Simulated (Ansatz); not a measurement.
Energy needed to pull apart BSiH, singlet, into free ground-state atoms, from the structure below (displaced at random from a GFN2-xTB minimum); no zero-point or spin–orbit terms; open-shell atoms are treated unrestricted, in their ground-state multiplicity.

```
atom    x (Å)    y (Å)    z (Å)
  B1  -1.2539   0.9588  -0.5196
 Si2   0.1083  -0.0382   0.0268
  H3   1.1388  -0.9874   0.5233
```

Ansatz 0.2.0; basis: def2-TZVPP; cores frozen in the correlated methods.

```tsv
method	atomization energy (kJ/mol)
PBE-D4	428
r2SCAN-D4	?
PBE0-D4	389
HSE06-D4	391
wB97X-V	374
wB97M-V	390
HF	?
MP2	334
CCSD	336
CCSD(T)	362
```

(1) What does HF give? (Judge from chemistry; the value comes from the calculation.)

(2) What does r2SCAN-D4 give? (To be estimated.)

No T1 diagnostic of these runs exceeds 0.034. The T1 diagnostic is large here, which may signal multireference character or strong orbital relaxation, so CCSD(T) is less sure.

Answers

(1) Computed: 126 kJ/mol, which is about 235 kJ/mol less than CCSD(T)/def2-TZVPP.

(2) Computed: 399 kJ/mol, which is about 37 kJ/mol more than CCSD(T)/def2-TZVPP.

In triple zeta the MP2 and coupled-cluster atomization energies are still short of their basis limit by a few kcal/mol a bond, whereas those of the functionals are nearly converged, so these differences are not deviations from converged CCSD(T).

For scale, one of the runs: CCSD(T)/def2-TZVPP forces, 87 basis functions (an equivalent command: `ansatz run in.yaml --threads 4`). Hardware: 4 CPU threads, shared host. Wall time about 7.5 s.
